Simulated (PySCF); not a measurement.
Cost of one run: coupled-cluster job, nitrosyl chloride, `N(=O)Cl`.

Method: EOM-CCSD/aug-cc-pVDZ, vertical, frozen core, gas phase (PySCF 2.14.0). Geometry: PBE0-D3(BJ)/def2-SVP. Work: CCSD, 5 EOM-IP roots, EOM-EE roots. A driver script takes a list of jobs; this job's settings line and coordinates (Å) are shown.

Command:
```bash
OMP_NUM_THREADS=1 python probes_run.py task.json out
```

Input:
```
{"job": {"kind": "eom", "basis": "aug-cc-pVDZ", "nee": 5}, "charge": 0, "multiplicity": 1}
O     -1.140163    -0.314144    -0.003099
N     -0.343390     0.487373    -0.014525
Cl     1.489573    -0.208169    -0.001556
```

Hardware: Arm Neoverse V1, one thread, no GPU, shared host. PySCF's memory limit was set to 3200 MB.

How large is the basis?

73 functions for 32 electrons.

What wall time should be expected on this hardware?

About 50 s. 

How much memory does it need at the peak?

About 0.45 GiB. Peak memory is the resident size of the whole Python process, interpreter and libraries included.

At this speed, how long would 100 such jobs take on 96 cores, one job a core?

100/96 gives 2 rounds of 50 s, about 1.7 min of wall time and 1.4 core-hours, if the jobs don't slow each other.

Other jobs ran on the host; a repeat could differ by tens of per cent or more.

The run converged: CCSD correlation energy -0.5355 Eh; T1 diagnostic 0.022; first ionisation 11.12 eV.
